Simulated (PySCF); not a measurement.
## C₃H₅NO: full NMR table

| Property | Result |
| --- | --- |
| Formula | C3H5NO |
| SMILES | C/N=C/C=O |
| InChI | InChI=1S/C3H5NO/c1-4-2-3-5/h2-3H,1H3/b4-2+ |
| Point group of the computed structure | Cs |
| Degrees of unsaturation | 2 |
| Carbon signals | 3 |
| Proton signals | 3 |

Structure with atom numbers: `[CH3:1]/[N:2]=[CH:3]/[CH:4]=[O:5]`. Each H is labelled by its parent atom.

PySCF calculation with σ from GIAO-PBE0/pcSseg-1, J couplings at B3LYP/pcJ-1 (spin–dipole term only in couplings to heteroatoms) and GFN2-xTB geometry; non-relativistic, in vacuum, equivalent nuclei averaged, one conformer.

Chemical shifts δ = σref − σ; ¹H (σ = 31.72 ppm) and ¹³C (σ = 186.93 ppm) vs TMS; ¹⁵N (σ = 267.73 ppm) vs NH3; ¹⁷O (σ = 336.08 ppm) vs H2O, all at this level.

| carbon | δC, type | δH (multiplicity, J in Hz) | HMBC from (abs. J ≥ 3 Hz) | span of the C tensor (ppm) |
| --- | --- | --- | --- | --- |
| C1 | 52.6, CH3 | 4.11 (d, 2.4) | H(C3) | 57 |
| C3 | 167.0, CH | 7.70 (dq, 8.1, 2.4) | H(C4), H(C1) | 168 |
| C4 | 200.5, CH | 9.66 (d, 8.1) | H(C3) | 187 |

Other nuclei:
| atoms | nucleus | environment | δ (ppm) | σ (ppm) |
| --- | --- | --- | --- | --- |
| N2 | ¹⁵N | imine nitrogen | 450.5 | -182.8 |
| O5 | ¹⁷O | aldehyde oxygen | 730.7 | -394.7 |

Selected couplings (Hz, signed; the shortest-range and largest first, 30 at most; isotopes ¹³C, ¹H, ¹⁵N): ¹J(C4,H(C4)) 182.4, ¹J(C3,H(C3)) 163.0, ¹J(C1,H(C1)) 140.1, ¹J(C3,C4) 67.0, ¹J(N2,C3) -9.0, ¹J(C1,N2) 1.7, ²J(N2,C4) -14.8, ²J(N2,H(C3)) 3.9, ²J(C1,C3) -3.6, ³J(C1,C4) 11.6, ³J(H(C3),H(C4)) 8.1, ⁴J(H(C1),H(C3)) -2.4.

Carbon types of the structure: 2 × CH, 1 × CH3, which accounts for all hydrogens. δC 200.5: aldehyde carbonyl carbon; the double bond to the heteroatom, with no lone-pair donor beside it, deshields it most. δC 167.0: C=N carbon. δC 52.6: methyl carbon bonded to N; pulled downfield by the heteroatom. δH 9.66: hydrogen on an aldehyde carbonyl carbon; the formyl region, downfield of aromatic protons. δH 4.11: hydrogen on a methyl carbon bonded to N; its carbon carries N, which withdraws density. The protons at 7.70 and 9.66 share a coupling of 8.1 Hz (vicinal).

Multiplet labels drop couplings under 1 Hz and merge nearly equal ones. Unscaled 3J(H,H) at this level run about 10 % above measured values. Shifts are as computed. Against solution values, carbons near 30 ppm lie about +3 ppm off and those near 130 ppm about +5 ppm. Of 1211 compounds with measured shifts, 218 miss one by over three times the rms of a fit or turn the order of signals round; such compounds aren't used in these exercises. Unscaled 17O shifts of doubly bonded oxygen tend to come out too high, by tens of ppm or more. Experimental scales use liquid or dissolved standards, which lie at an offset from isolated NH3 (liquid NH3: subtract about 20 ppm) and H2O (liquid H2O: subtract about 36 ppm). Unscaled 15N shifts of sp2 nitrogen come out 20 to 40 ppm too high even then.
